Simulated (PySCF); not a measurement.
## Shapes and spin states of [AlH2]-

All numbers come from PBE0/[Al def2-TZVPD, H def2-TZVPD], no relativity, density fitting, PySCF.

Relaxations began from a few typed shapes and spin states; open shells are unrestricted. The search is not exhaustive: other isomers or separated fragments can lie lower, and high-lying points may rest on an excited occupation.

Q: Order these stationary points by electronic energy, lowest first, in kJ/mol from the lowest minimum.
A. broken-symmetry Ms = 0 C2v: Al–H 1.695 Å (×2); H–Al–H 93.6°
B. triplet C2v: Al–H 1.630 Å (×2); H–Al–H 117.9°
C. triplet D∞h: Al–H 1.581 Å (×2); H–Al–H 180.0°

A: A (0.0), B (49.8), C (132.0).

Q: Which of them are minima?

A: By energy in kJ/mol, 0.0: minimum; 49.8: minimum; 132.0: saddle point, 2 imaginary modes.

For the lowest minimum: the spin densities have lower symmetry than the nuclear frame. The highest occupied level lies above zero, a sign of self-interaction error or too small a basis; response properties are unreliable. The lowest empty level of this anion is unbound, so it and the gap depend on the basis.
